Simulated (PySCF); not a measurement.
# BHOH: doublet, from a bent start

The task is one start of a wider search on BHOH: the doublet, from a bent start. It is relaxed, tested by its Hessian and followed downhill if it is a saddle.

Method: PBE0, basis B def2-TZVP, H def2-TZVP, O def2-TZVP, no relativity, density fitting; program: PySCF 2.14.0.

**1. The starting structure**

4 atoms, charge 0, spin multiplicity 2.

Bond lengths: B1–H2 1.170 Å, B1–O3 1.480 Å, O3–H4 0.960 Å. Angles: H2–B1–O3 110.0°, B1–O3–H4 130.0°.

Z-matrix (Å, degrees; charge 0 multiplicity 2):
```
B
H  1 1.1700
O  1 1.4800 2 110.00
H  3 0.9600 1 130.00 2 90.00
```

**2. The SCF at the typed geometry**

One driver script runs all steps and calls PySCF; scf.py shows how it sets up the SCF of each step. The optimiser is the driver's own. After this first run the driver tries any further starts and a stability analysis.

The input, scf.py:

```python
from pyscf import gto, scf, dft
mol = gto.M(atom='''
B      0.000000     0.000000     0.000000
H      0.958400     0.000000     0.671100
O     -1.212300     0.000000     0.848900
H     -1.717800     0.735400     1.202800''',
    basis={'B': 'def2-TZVP', 'H': 'def2-TZVP', 'O': 'def2-TZVP'},
    charge=0, spin=1)
mf = dft.UKS(mol, xc='PBE0')
mf.grids.atom_grid = (50, 194)
aux = {'B': 'def2-universal-JKFIT', 'H': 'def2-universal-JKFIT', 'O': 'def2-universal-JKFIT'}
mf = mf.density_fit(auxbasis=aux)
mf.conv_tol = 1e-08
mf.diis_space = 10
mf.max_cycle = 60
mf.init_guess = 'minao'
mf.verbose = 4
mf.kernel()
```

Run with:

```bash
$ OMP_NUM_THREADS=2 python axn.py task.json out
```

The runs that follow: Bent start, doublet: relaxation; Is it a minimum? Harmonic modes.

**Question.** What will these runs give? Wanted: minimum; geometry; wavenumbers; dipole moment; highest occupied, lowest empty level; polar-tensor charge of B1; zero-point energy; atomisation energy; ⟨S²⟩.

The runs gave:

```
                                          quantity                                                              value
                                           minimum                                                        doublet, Cs
                                          geometry  B–H 1.201 Å, B–O 1.333 Å, O–H 0.961 Å; B–O–H 114.7°, H–B–O 121.0°
                                wavenumbers (cm⁻¹)    754 (a''), 867 (a'), 1093 (a'), 1361 (a'), 2580 (a'), 3866 (a')
                                     dipole moment                                                             1.42 D
highest occupied, lowest empty level (either spin)                                                    -5.63, -1.04 eV
                         polar-tensor charge of B1                                                            +0.41 e
                                 zero-point energy                                                        62.9 kJ/mol
                               entropy at 298.15 K                                                    231.5 J/(mol K)
         atomisation energy (no zero-point energy)                                                        1363 kJ/mol
                                              ⟨S²⟩                                                              0.752
```

From C1 at the start the molecule goes to a Cs minimum. In the infrared the band at 1361 cm⁻¹ (a') leads. Most of the spin sits on B1 (Mulliken spin 0.94, against 1 for the whole molecule). Other starts or spin states, not run here, may lie lower.
